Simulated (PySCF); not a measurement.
**What binds to dinitrogen, and how strongly**

Gas-phase complexes of dinitrogen, each in one structure from a short search with a few starts, optimised by PBE0-D3(BJ)/def2-SVPD or PBE0-D3(BJ)/def2-TZVPD; other ways of binding may lie lower. Energies in kcal/mol, wB97M-D3(BJ)/def2-TZVPD, counterpoise-corrected (PySCF): interaction is complex less parts frozen as they stand in it, binding adds what it costs to deform them. Contacts are written partner···dinitrogen; electrostatic, Pauli and orbital are terms of the uncorrected same energy, whose rest is dispersion or correlation.

6 other partners are left out, for which the search missed the form known or expected to bind best.

Frequency runs check only 3 of the 4 structures; an imaginary mode is left, so that the point isn't a minimum, in the complex with ammonia (25i cm⁻¹). 3 further partners within 0.25 kcal/mol of a listed one are not ranked.

Problem. Order these partners of dinitrogen by binding energy, strongest first: gallane, ammonia, hydrogen bromide, sulfur trioxide.

Solution. gallane (-3.3), sulfur trioxide (-2.4), hydrogen bromide (-1.0), ammonia (-0.6).
```
         partner  contact  distance (Å)  binding  interaction  electrostatic  Pauli  orbital
         gallane   Ga···N          2.44     -3.3         -3.6          -10.8   15.7     -7.8
 sulfur trioxide    S···N          2.83     -2.4         -2.4           -4.1    5.5     -2.6
hydrogen bromide    H···N          2.45     -1.0         -1.0           -1.4    1.5     -0.7
         ammonia    H···N          2.66     -0.6         -0.6           -0.7    0.6     -0.2
```
